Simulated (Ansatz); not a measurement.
`CCCC(C)C` + `OCF` → `CCCOCF` + propane  (substitution at a C–C bond)

Computed with Ansatz on PBE0-D4/def2-TZVP structures; ΔE is electronic, products minus reactants. CCSD(T)/CBS adds triple-zeta CCSD(T) − MP2 to the extrapolated MP2 energy (def2 sets, frozen cores). DFT in def2-TZVPP. One conformer a species, not always the lowest.

CCSD(T)/CBS gives +0.39 eV.

Task: Another level gave +0.35 eV. Which?
A. PBE/def2-TZVPP
B. ωB97X-V/def2-TZVPP
C. CCSD/def2-TZVPP
D. HF/def2-TZVPP

Result: C. CCSD/def2-TZVPP 0.35, ωB97X-V 0.30, HF/def2-TZVPP 0.17, PBE 0.25 eV.

Largest T1 diagnostic among the species: 0.011.

From PBE to PBE0 (25 % exact exchange), in def2-TZVPP and without D4, ΔE moves by +0.04 eV. The D4 term adds +0.09 eV with B3LYP and +0.06 eV with PBE0; it sums over pairs of atoms, weighted by their polarisabilities, and B3LYP, whose exchange is more repulsive, gets the larger term.

B3LYP here is the variant with VWN-RPA as its local correlation; programs differ in this.
